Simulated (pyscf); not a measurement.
Optimised with ωB97X-D3(BJ)/def2-SVP in PySCF.

Q: What is the homolytic dissociation enthalpy (298 K, ωB97M-D3(BJ)/def2-TZVP) of the N–Ta bond of H₂N–Ta(OH)(F)(F)–F, to NH₂• + [HO–Ta(F)(F)–F]•?

A: N–Ta to NH₂• + [HO–Ta(F)(F)–F]•: 93.1 kcal/mol. The 7 functionals that were run give +91.8 (B3LYP-D3(BJ)) to +96.8 kcal/mol (ωB97X-D3(BJ)). The radicals are drawn with the spin at the cut bond; how far it spreads was not checked. Other isomers of [HO–Ta(F)(F)–F]• were not searched in full and may lie lower. Open-shell species with a d-block atom are single-reference here; other states, and whether the spin sits on metal or ligand, were not checked. Elements past Kr carry the def2 core potentials, without spin-orbit coupling.
